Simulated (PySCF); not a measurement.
## Isomerisation enthalpies of C6H14

**Measured values to compare with.**

From CRC Handbook of Chemistry and Physics, for the gas at 298.15 K: enthalpy of formation of `CCC(C)(C)C` (2,2-dimethylbutane) -185.9 kJ/mol; enthalpy of formation of `CCCC(C)C` (2-methylpentane) -174.6 kJ/mol; enthalpy of formation of `CCCCCC` (hexane) -166.9 kJ/mol.

The results are set against them at the end.

Differences of these values give the isomerisation enthalpies. Geometries: PBE0-D3(BJ)/def2-TZVP; runs in PySCF, gas phase, with a dispersion term only where the level names one. Total electronic energies (Eh):

| SMILES | PBE0-D3(BJ)/def2-TZVP | PBE0/pcSseg-2 |
| --- | --- | --- |
| CCC(C)(C)C | -236.87768 | -236.86709 |
| CCCC(C)C | -236.87645 | -236.86719 |
| CCCCCC | -236.87567 | -236.86732 |

Geometry of `CCC(C)(C)C` (Å):
```
atom  x, y, z in Å
C1     1.9660   -0.8011   -0.3622
C2     0.8234    0.0635   -0.8682
C3    -0.4040    0.1796    0.0485
C4    -1.4471    1.0338   -0.6668
C5    -1.0004   -1.1962    0.3330
C6    -0.0305    0.8556    1.3651
H7     2.3583   -0.4420    0.5919
H8     1.6602   -1.8409   -0.2269
H9     2.7934   -0.7963   -1.0753
H10    1.1977    1.0762   -1.0596
H11    0.4864   -0.3215   -1.8379
H12   -1.0541    2.0302   -0.8877
H13   -2.3434    1.1547   -0.0520
H14   -1.7484    0.5746   -1.6129
H15   -1.2422   -1.7197   -0.5967
H16   -0.3147   -1.8245    0.9057
H17   -1.9224   -1.1020    0.9131
H18    0.7049    0.2739    1.9253
H19    0.3882    1.8508    1.1896
H20   -0.9118    0.9713    2.0020
```

Geometry of `CCCC(C)C` (Å):
```
atom  x, y, z in Å
C1     2.6990   -0.7440   -0.2089
C2     1.3533   -0.6266    0.4860
C3     0.3800    0.2621   -0.2716
C4    -0.9581    0.5000    0.4222
C5    -1.7719    1.5395   -0.3346
C6    -1.7591   -0.7838    0.5888
H7     2.5891   -1.1754   -1.2078
H8     3.3885   -1.3785    0.3526
H9     3.1686    0.2367   -0.3255
H10    1.4944   -0.2239    1.4961
H11    0.9254   -1.6257    0.6146
H12    0.1929   -0.1670   -1.2655
H13    0.8588    1.2329   -0.4495
H14   -0.7456    0.8993    1.4234
H15   -2.7194    1.7476    0.1689
H16   -1.2261    2.4817   -0.4292
H17   -2.0040    1.1867   -1.3447
H18   -1.2277   -1.5262    1.1873
H19   -2.7154   -0.5870    1.0798
H20   -1.9736   -1.2316   -0.3873
```

Geometry of `CCCCCC` (Å):
```
atom  x, y, z in Å
C1    -3.104   -0.456    0.518
C2    -1.789    0.298    0.611
C3    -0.663   -0.372   -0.158
C4     0.658    0.372   -0.073
C5     1.785   -0.300   -0.840
C6     3.099    0.456   -0.751
H7    -3.894    0.040    1.087
H8    -3.002   -1.473    0.907
H9    -3.440   -0.534   -0.520
H10   -1.922    1.320    0.235
H11   -1.495    0.400    1.662
H12   -0.529   -1.395    0.216
H13   -0.954   -0.474   -1.211
H14    0.949    0.476    0.980
H15    0.524    1.394   -0.449
H16    1.919   -1.320   -0.462
H17    1.491   -0.404   -1.891
H18    2.996    1.471   -1.144
H19    3.890   -0.041   -1.318
H20    3.435    0.539    0.286
```

Zero-point and thermal terms are left out, so the computed numbers are electronic energies.

## Comparison

Relative to `CCC(C)(C)C`, the lowest by measurement, in kJ/mol (measured: enthalpies at 298.15 K; computed: electronic energies):

```tsv
SMILES	measured	PBE0-D3(BJ)/def2-TZVP	PBE0/pcSseg-2
CCC(C)(C)C	0.0	0.0	0.0
CCCC(C)C	11.3	3.2	-0.2
CCCCCC	19.0	5.3	-0.6
```

Measured values: -185.9 kJ/mol (298.15 K; CRC Handbook of Chemistry and Physics) for the first row; the others come from the same table. Mean unsigned miss over the other isomers: PBE0-D3(BJ)/def2-TZVP 10.9, PBE0/pcSseg-2 15.6 kJ/mol. PBE0/pcSseg-2 puts another isomer lowest. One conformer stands for `CCCC(C)C` and `CCCCCC`, not necessarily the lowest, while the measurement averages over conformers. Where a level misses, the cause wasn't examined.
